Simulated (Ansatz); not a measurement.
A calculation with Ansatz (development build ahead of 0.2.0).

```yaml
crystal:
  periodic: [false, false, false]
  atoms:
    - { symbol: S, position_ang: [-0.03521, 0.02338, -0.02671] }
    - { symbol: O, position_ang: [1.41361, -0.03199, 0.02645] }
    - { symbol: O, position_ang: [-0.7472, 1.28879, -0.01285] }
    - { symbol: O, position_ang: [-0.7399, -1.2796, 0.03401] }
basis:
  gaussian: { orbitals: "6-31G" }
hamiltonian:
  xc: hf
correlation:
  method: mp2
  frozen_orbitals: { O: 1, S: 5 }
```

The input is written out in the form of the current development build from the run's settings.

The run gave:

```json
{
  "Converged": "yes",
  "Reference energy": "-621.59526 hartree",
  "Correlation energy": "-0.50087 hartree",
  "Total energy": "-622.09613 hartree",
  "Spin squared of the determinant": "0.000"
}
```
